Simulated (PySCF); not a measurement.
# N2H (dinitrogen monohydride) at UCCSD(T)/def2-TZVPPD

What is the vertical doublet–quartet gap of N2H (dinitrogen monohydride) at UCCSD(T)/def2-TZVPPD? Input form: a Python script.

The calculation is run with PySCF 2.14.0.

1 further run of the same task is left out (set aside as unsound or not needed).

## 1. The system as given

N2H has 3 atoms, charge 0, and is taken as a doublet. SMILES: `[N]=N`. The coordinates come from a PBE0-D4/def2-TZVP relaxation.

Bond lengths: N1–N2 1.165 Å, N2–H3 1.057 Å. Angles: N1–N2–H3 117.5°.

## 2. A single-point energy at UCCSD(T)/def2-TZVPPD

calc.py reads:

```python
# dinitrogen monohydride
from pyscf import gto, scf, cc

system = gto.M(
    atom='N 0.710530 -0.606720 0.326180; N -0.268660 -0.217710 -0.170100; H -0.441870 0.824430 -0.156080',
    verbose=4,
    spin=1,
    basis='def2-tzvppd',
    max_memory=1860,
)

mf = scf.UHF(system)
mf.conv_tol = 1e-10
mf.kernel()
if not mf.converged:
    mf = mf.newton().run(mf.mo_coeff, mf.mo_occ)

mycc = cc.CCSD(mf, frozen=2)
mycc.kernel()
e_t = mycc.ccsd_t()
etot = mycc.e_tot + e_t
print(f'total energy: {etot:.8f} hartree')
```

The run is started by

```
$ OMP_NUM_THREADS=1 python calc.py
```

Output:

```text
PySCF version 2.14.0

[INPUT] num. atoms = 3
[INPUT] num. electrons = 15
[INPUT] charge = 0
[INPUT] spin (= nelec alpha-beta = 2S) = 1
[INPUT] symmetry False subgroup None
[INPUT] Mole.unit = angstrom
[INPUT] Symbol           X                Y                Z      unit          X                Y                Z       unit  Magmom
[INPUT]  1 N      0.710530000000  -0.606720000000   0.326180000000 AA    1.342707103287  -1.146534634296   0.616390867311 Bohr   0.0
[INPUT]  2 N     -0.268660000000  -0.217710000000  -0.170100000000 AA   -0.507693820626  -0.411412274579  -0.321442413789 Bohr   0.0
[INPUT]  3 H     -0.441870000000   0.824430000000  -0.156080000000 AA   -0.835013282662   1.557946908875  -0.294948453522 Bohr   0.0

nuclear repulsion = 27.7196870231311
number of shells = 33
number of NR pGTOs = 123
number of NR cGTOs = 91
basis = def2-tzvppd
ecp = {}

******** <class 'pyscf.scf.uhf.UHF'> ********
method = UHF
initial guess = minao
damping factor = 0
level_shift factor = 0
DIIS = <class 'pyscf.scf.diis.CDIIS'>
diis_start_cycle = 1
diis_space = 8
diis_damp = 0
SCF conv_tol = 1e-10
SCF conv_tol_grad = None
SCF max_cycles = 50
direct_scf = True
direct_scf_tol = 1e-13
number electrons alpha = 8  beta = 7
Set gradient conv threshold to 1e-05
init E= -109.524637811717
[... the frontier-level lines of each cycle are left out ...]

[... 71 lines left out ...]
cycle= 19 E= -109.473273257026  delta_E= -3.09e-11  |g|= 6.99e-07  |ddm|= 1.56e-05
Extra cycle  E= -109.473273257027  delta_E= -9.38e-13  |g|= 4.51e-07  |ddm|= 1.01e-06
converged SCF energy = -109.473273257027  <S^2> = 0.84883185  2S+1 = 2.0965036

******** <class 'pyscf.cc.uccsd.UCCSD'> ********
CC2 = 0
CCSD nocc = (np.int64(6), np.int64(5)), nmo = (89, 89)
frozen orbitals 2
max_cycle = 50
direct = 0
conv_tol = 1e-07
conv_tol_normt = 1e-06
diis_space = 6
diis_start_cycle = 0
diis_start_energy_diff = 1e+09
Init t2, MP2 energy = -0.359434618874041
Init E_corr(UCCSD) = -0.359434618874254
cycle = 1  E_corr(UCCSD) = -0.360410729181399  dE = -0.000976110307  norm(t1,t2) = 0.0918747
cycle = 2  E_corr(UCCSD) = -0.373542483415534  dE = -0.0131317542  norm(t1,t2) = 0.0371164
cycle = 3  E_corr(UCCSD) = -0.37512419270361  dE = -0.00158170929  norm(t1,t2) = 0.0279425
cycle = 4  E_corr(UCCSD) = -0.380686473872268  dE = -0.00556228117  norm(t1,t2) = 0.0174068
cycle = 5  E_corr(UCCSD) = -0.380368162444236  dE = 0.000318311428  norm(t1,t2) = 0.00554928
cycle = 6  E_corr(UCCSD) = -0.380276173243393  dE = 9.19892008e-05  norm(t1,t2) = 0.0016716
cycle = 7  E_corr(UCCSD) = -0.380386793559017  dE = -0.000110620316  norm(t1,t2) = 0.000590941
cycle = 8  E_corr(UCCSD) = -0.380364086347156  dE = 2.27072119e-05  norm(t1,t2) = 0.000214911
cycle = 9  E_corr(UCCSD) = -0.380362051169147  dE = 2.03517801e-06  norm(t1,t2) = 0.000105181
cycle = 10  E_corr(UCCSD) = -0.380360810834705  dE = 1.24033444e-06  norm(t1,t2) = 4.68267e-05
cycle = 11  E_corr(UCCSD) = -0.38036120384796  dE = -3.93013255e-07  norm(t1,t2) = 1.55051e-05
cycle = 12  E_corr(UCCSD) = -0.380361538342891  dE = -3.34494932e-07  norm(t1,t2) = 6.62524e-06
cycle = 13  E_corr(UCCSD) = -0.380361223021689  dE = 3.15321202e-07  norm(t1,t2) = 2.55739e-06
cycle = 14  E_corr(UCCSD) = -0.380361204967182  dE = 1.8054507e-08  norm(t1,t2) = 1.20748e-06
cycle = 15  E_corr(UCCSD) = -0.380361205932278  dE = -9.65095337e-10  norm(t1,t2) = 6.15605e-07
UCCSD converged
E(UCCSD) = -109.8536344629589  E_corr = -0.3803612059322777
UCCSD(T) correction = -0.0177724159648054
total energy: -109.87140688 hartree
```

It took 65 s on 1 thread of Arm Neoverse V2, shared host; peak memory 2.9 GiB.

## 3. The quartet

job.py reads:

```python
from pyscf import gto, cc

mol = gto.M(
    atom='''
N        0.710530      -0.606720       0.326180
N       -0.268660      -0.217710      -0.170100
H       -0.441870       0.824430      -0.156080
''',
    charge=0,
    verbose=4,
    spin=3,
    max_memory=1860,
    basis='def2-tzvppd',
)

mf = mol.UHF()
mf.conv_tol = 1e-10
mf.kernel()
if not mf.converged:
    mf = mf.newton().run(mf.mo_coeff, mf.mo_occ)

mycc = cc.CCSD(mf, frozen=2)
mycc.kernel()
e_t = mycc.ccsd_t()
e_final = mycc.e_tot + e_t
print(f'total energy: {e_final:.8f} hartree')
```

The run is started by

```
$ OMP_NUM_THREADS=1 python job.py
```

Output:

```text
PySCF version 2.14.0

[INPUT] num. atoms = 3
[INPUT] num. electrons = 15
[INPUT] charge = 0
[INPUT] spin (= nelec alpha-beta = 2S) = 3
[INPUT] symmetry False subgroup None
[INPUT] Mole.unit = angstrom
[INPUT] Symbol           X                Y                Z      unit          X                Y                Z       unit  Magmom
[INPUT]  1 N      0.710530000000  -0.606720000000   0.326180000000 AA    1.342707103287  -1.146534634296   0.616390867311 Bohr   0.0
[INPUT]  2 N     -0.268660000000  -0.217710000000  -0.170100000000 AA   -0.507693820626  -0.411412274579  -0.321442413789 Bohr   0.0
[INPUT]  3 H     -0.441870000000   0.824430000000  -0.156080000000 AA   -0.835013282662   1.557946908875  -0.294948453522 Bohr   0.0

nuclear repulsion = 27.7196870231311
number of shells = 33
number of NR pGTOs = 123
number of NR cGTOs = 91
basis = def2-tzvppd
ecp = {}

******** <class 'pyscf.scf.uhf.UHF'> ********
method = UHF
initial guess = minao
damping factor = 0
level_shift factor = 0
DIIS = <class 'pyscf.scf.diis.CDIIS'>
diis_start_cycle = 1
diis_space = 8
diis_damp = 0
SCF conv_tol = 1e-10
SCF conv_tol_grad = None
SCF max_cycles = 50
direct_scf = True
direct_scf_tol = 1e-13
number electrons alpha = 9  beta = 6
Set gradient conv threshold to 1e-05
init E= -109.524637811717
[... the frontier-level lines of each cycle are left out ...]


[... 77 lines left out ...]
Extra cycle  E= -109.287783966956  delta_E= -2.39e-12  |g|= 8.63e-07  |ddm|= 1.49e-06
converged SCF energy = -109.287783966956  <S^2> = 3.7748427  2S+1 = 4.0124021

******** <class 'pyscf.cc.uccsd.UCCSD'> ********
CC2 = 0
CCSD nocc = (np.int64(7), np.int64(4)), nmo = (89, 89)
frozen orbitals 2
max_cycle = 50
direct = 0
conv_tol = 1e-07
conv_tol_normt = 1e-06
diis_space = 6
diis_start_cycle = 0
diis_start_energy_diff = 1e+09
Init t2, MP2 energy = -0.305475291834172
Init E_corr(UCCSD) = -0.305475291834909
cycle = 1  E_corr(UCCSD) = -0.320090783695907  dE = -0.0146154919  norm(t1,t2) = 0.0729434
cycle = 2  E_corr(UCCSD) = -0.327869424873777  dE = -0.00777864118  norm(t1,t2) = 0.0313171
cycle = 3  E_corr(UCCSD) = -0.329397661813641  dE = -0.00152823694  norm(t1,t2) = 0.0287466
cycle = 4  E_corr(UCCSD) = -0.333499527874485  dE = -0.00410186606  norm(t1,t2) = 0.0234842
cycle = 5  E_corr(UCCSD) = -0.334262567884573  dE = -0.00076304001  norm(t1,t2) = 0.0191937
cycle = 6  E_corr(UCCSD) = -0.335739154381551  dE = -0.0014765865  norm(t1,t2) = 0.0127196
cycle = 7  E_corr(UCCSD) = -0.336689535884593  dE = -0.000950381503  norm(t1,t2) = 0.00600364
cycle = 8  E_corr(UCCSD) = -0.336698224171052  dE = -8.68828646e-06  norm(t1,t2) = 0.00198934
cycle = 9  E_corr(UCCSD) = -0.336673818010815  dE = 2.44061602e-05  norm(t1,t2) = 0.000928234
cycle = 10  E_corr(UCCSD) = -0.33669931044378  dE = -2.5492433e-05  norm(t1,t2) = 0.000316284
cycle = 11  E_corr(UCCSD) = -0.336679167268839  dE = 2.01431749e-05  norm(t1,t2) = 0.000157866
cycle = 12  E_corr(UCCSD) = -0.336682039901646  dE = -2.87263281e-06  norm(t1,t2) = 6.45493e-05
cycle = 13  E_corr(UCCSD) = -0.3366789003618  dE = 3.13953985e-06  norm(t1,t2) = 1.93663e-05
cycle = 14  E_corr(UCCSD) = -0.336678595932619  dE = 3.04429181e-07  norm(t1,t2) = 7.27507e-06
cycle = 15  E_corr(UCCSD) = -0.336678461083917  dE = 1.34848702e-07  norm(t1,t2) = 3.58353e-06
cycle = 16  E_corr(UCCSD) = -0.336678526236364  dE = -6.51524472e-08  norm(t1,t2) = 1.62549e-06
cycle = 17  E_corr(UCCSD) = -0.336678599567115  dE = -7.3330751e-08  norm(t1,t2) = 8.01519e-07
UCCSD converged
E(UCCSD) = -109.6244625665234  E_corr = -0.3366785995671153
UCCSD(T) correction = -0.0131021345077439
total energy: -109.63756470 hartree
```

Run time: 66 s. Hardware: 1 thread of Arm Neoverse V2, shared host; peak memory 2.9 GiB.

## 4. Outcome

At UCCSD(T)/def2-TZVPPD, 2 core orbitals frozen:

| quantity | value |
| --- | --- |
| doublet: total energy | -109.87141 Eh |
| doublet: dipole moment (Hartree–Fock density) | 1.91 D |
| doublet: HOMO energy (Hartree–Fock orbitals) (highest over α and β) | -10.60 eV |
| doublet: LUMO energy (Hartree–Fock orbitals) (lowest over α and β) | 2.57 eV |
| doublet: correlation energy (2 core orbitals frozen) | -398.1 mEh |
| doublet: (T) correction | -17.77 mEh |
| doublet: ⟨S²⟩ of the reference determinant | 0.849 |
| doublet: T1 diagnostic | 0.040 |
| quartet: total energy | -109.63756 Eh |
| quartet: dipole moment (Hartree–Fock density) | 2.17 D |
| quartet: HOMO energy (Hartree–Fock orbitals) (highest over α and β) | -9.30 eV |
| quartet: LUMO energy (Hartree–Fock orbitals) (lowest over α and β) | -1.19 eV |
| quartet: correlation energy (2 core orbitals frozen) | -349.8 mEh |
| quartet: (T) correction | -13.10 mEh |
| quartet: ⟨S²⟩ of the reference determinant | 3.775 |
| quartet: T1 diagnostic | 0.077 |
| vertical energy of the quartet above the doublet | 6.363 eV |

In words: At this shape the quartet lies 6.36 eV (147 kcal/mol) above the doublet. The triples (doublet) make up 4.5 % of the correlation energy. The T1 diagnostic (quartet) of 0.077 is above the customary mark for such species, so a single reference may not serve. Mulliken charges (quartet) of the mean-field density run from -0.27 on N1 to +0.18 on H3; in a basis this large or diffuse they mean little. The triples (quartet) make up 3.7 % of the correlation energy.
